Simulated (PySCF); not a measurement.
Species: C5H12O.
Numbering: `[CH3:1][CH2:2][CH:3]([OH:4])[CH2:5][CH3:6]` (hydrogens: H7, H8, H9 on C1; H10, H11 on C2; H12 on C3; H13 on O4; H14, H15 on C5; H16, H17, H18 on C6)

Computed, not measured: PBE0-D3(BJ)/def2-SVP geometry optimisation, gas phase (PySCF).

Task: List the bond lengths, angles and torsions at this level.

Result: 
```json
{"bond": "C1–C2, C5–C6", "length (pm)": "151.9", "order": "single"}
{"bond": "C2–C3, C3–C5", "length (pm)": "152.5", "order": "single"}
{"bond": "C3–O4", "length (pm)": "141.2", "order": "single"}
{"bond": "C1–H7 and 5 like bonds", "length (pm)": "110.1", "order": "single"}
{"bond": "C2–H10, C5–H14", "length (pm)": "110.3", "order": "single"}
{"bond": "C2–H11, C5–H15", "length (pm)": "110.7", "order": "single"}
{"bond": "C3–H12", "length (pm)": "110.6", "order": "single"}
{"bond": "O4–H13", "length (pm)": "96.5", "order": "single"}
```

Bonds in one row agree within 1 pm and their mean is given. Orders are formal, as drawn. A selection of angles:
```json
{"angle": "C2–C1–H7", "degrees": "111.7"}
{"angle": "C2–C1–H8", "degrees": "110.5"}
{"angle": "H7–C1–H8", "degrees": "108.4"}
{"angle": "C1–C2–C3", "degrees": "113.3"}
{"angle": "C1–C2–H10", "degrees": "110.5"}
{"angle": "C1–C2–H11", "degrees": "110.1"}
{"angle": "C3–C2–H10", "degrees": "108.8"}
{"angle": "C3–C2–H11", "degrees": "108.2"}
{"angle": "H10–C2–H11", "degrees": "105.7"}
{"angle": "C2–C3–O4", "degrees": "111.4"}
{"angle": "C2–C3–C5", "degrees": "112.5"}
{"angle": "C2–C3–H12", "degrees": "108.3"}
{"angle": "O4–C3–H12", "degrees": "104.5"}
{"angle": "C3–O4–H13", "degrees": "107.4"}
{"angle": "C6–C5–H14", "degrees": "110.6"}
```

Dihedral angles: C1–C2–C3–O4 -57° (synclinal); C2–C3–C5–C6 -177° (antiperiplanar); H13–O4–C3–C2 -62° (synclinal).

O4 (alcohol oxygen) is bent (angle 107.4°). Of the pairs four or more bonds apart, O4···H17 is among the closest relative to their van der Waals radii: 2.59 Å, 95 % of the sum of Bondi's values.

Point group: Cs (tolerance 0.08 Å). Stationary, but not proved a minimum. One conformer, not necessarily the lowest (C1–C2–C3–O4 -57°, C2–C3–O4–H -62°, C2–C3–C5–C6 -177°).

Rough CPU time on one thread of a shared machine: about 40 s. These figures are those of the optimisation.
